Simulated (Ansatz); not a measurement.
This Ansatz (an electronic-structure program) input (B3LYP/6-311++G(3df,3pd)) gives -438.40944 Eh with 158 basis functions. A basis named .json is the Basis Set Exchange file of that set (core-valence sets with the plain set on hydrogen).

Ansatz 0.2 input:
```yaml
crystal:
  periodic: [false, false, false]
  atoms:
    - {symbol: C, position_ang: [-0.07275672, 1.12916893, 0.00212857]}
    - {symbol: S, position_ang: [-0.04234019, -0.64860717, -0.00102657]}
    - {symbol: H, position_ang: [1.30459006, -0.82487224, -0.00447189]}
    - {symbol: H, position_ang: [-1.11267682, 1.44681760, 0.00510357]}
    - {symbol: H, position_ang: [0.46310493, 1.48883727, 0.88953771]}
    - {symbol: H, position_ang: [0.45896518, 1.49191853, -0.88651564]}
basis:
  gaussian:
    orbitals: 6-311++G_3df_3pd_.json
hamiltonian:
  xc: {name: B3LYP}
total_charge: 1
magnetization: {spin_polarized: true, initial_magnetization: 1}
```

Change:
```diff
- orbitals: 6-311++G_3df_3pd_.json
+ orbitals: aug-cc-pV_D+d_Z.json
```

Problem. What does the run give now?

Solution. -438.38569 Eh (B3LYP/aug-cc-pV(D+d)Z, 91 functions), a change of +23.75 mEh.
